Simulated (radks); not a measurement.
**P⁴⁺ in [Ne] 3s0.5 3d0.5: an all-electron calculation**

An exercise on one series of results from a longer session: the logs are not shown, and one member is left open.

Method: scalar-relativistic Kohn-Sham, BLYP, spin-unpolarised, spherical densities, finite nucleus. Code: radks (a radial shooting solver on a logarithmic mesh, Libxc functionals) version 1.

## The system

```
element            : phosphorus (Z = 15)
charge             : +4
electrons          : 11
configuration      : [Ne] 3s0.5 3d0.5
nuclear rms radius : 3.1889 fm
```

Set-up of the first run:

The run's settings:

```text
Z 15
configuration [Ne] 3s0.5 3d0.5 3p0 4s0 4d0 4f0
relativity scalar-relativistic
functional b88,lyp
spin unpolarised
nucleus finite rms 3.1889 fm
c 137.035999084
```

One table of the session follows, with a row left open; its other results are not shown here.

It belongs to the step «Orbitals and density». From the orbitals of this run (lengths in bohr):

```
level     <r>  outermost maximum (interpolated)  90 % within  nodes
   1s  0.1036                            0.0676        0.185      0
   2s  0.5170                             0.418        0.812      1
   2p       ?                                 ?            ?      ?
   3s   1.591                              1.42         2.35      2
   3p   1.719                              1.52         2.58      1
   3d   1.936                              1.62         2.99      0
   4s   3.349                              3.27         4.75      3
   4d   4.116                              4.10         6.02      1
   4f   3.792                              3.35         5.51      0
```

**Question.** Estimate the row for 2p.

The run gave: <r>: 0.4804; outermost maximum (interpolated): 0.352; 90 % within: 0.802; nodes: 0. In the column «<r>» it lies between 1s (0.1036) and 2s (0.5170).
